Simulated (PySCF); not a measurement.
## The first ionisation energy along group 15

All values are computed (PySCF 2.14, energy differences of UHF-based or UKS calculations, no spin-orbit coupling). Values in eV. The last column holds reference values (NIST; (s) semi-empirical, (t) theoretical, else measured). Unmarked ones compare directly (S terms, centres of terms, or small fine structure); those marked * lie between the lowest fine-structure levels and include a spin-orbit shift.

```tsv
element	configurations	UHF	LDA	PBE0	r2SCAN	MP2 (valence)	SCS-MP2 (valence)	reference
N (aug-cc-pV5Z, non-relativistic)	[He] 2s2 2p3 → [He] 2s2 2p2	13.894	15.009	14.701	14.805	14.633	14.366	14.545
P (aug-cc-pV(5+d)Z, non-relativistic)	[Ne] 3s2 3p3 → [Ne] 3s2 3p2	9.905	10.577	10.529	10.615	10.540	10.359	10.526
Sb (aug-cc-pV5Z-PP with ECP28MDF, ECP)	[Kr] 4d10 5s2 5p3 → [Kr] 4d10 5s2 5p2	8.573	9.120	9.040	9.166	9.037	8.908	9.124
Bi (aug-cc-pV5Z-PP with ECP60MDF, ECP)	[Xe] 4f14 5d10 6s2 6p3 → [Xe] 4f14 5d10 6s2 6p2	8.202	8.750	8.635	8.757	8.596	8.477	7.286 *
```

```csv
method,elements,mean error (eV),mean absolute error (eV),largest error (eV)
UHF,3,-0.608,0.608,-0.651
LDA,3,0.170,0.173,0.464
PBE0,3,0.025,0.081,0.156
r2SCAN,3,0.130,0.130,0.260
MP2 (valence),3,0.005,0.063,0.088
SCS-MP2 (valence),3,-0.187,0.187,-0.216
```

For Bi a determinant mixes LS terms or the coupling is close to jj, so these rows are model values.

Errors include the incompleteness of the basis and the frozen core.

"Valence" correlates the outer s and p shells and, in groups 3 to 12 and the f block, the outer d or f shell, open or full, or the next shell where the ion has no valence electron left; the wider scheme adds the next inner shell.
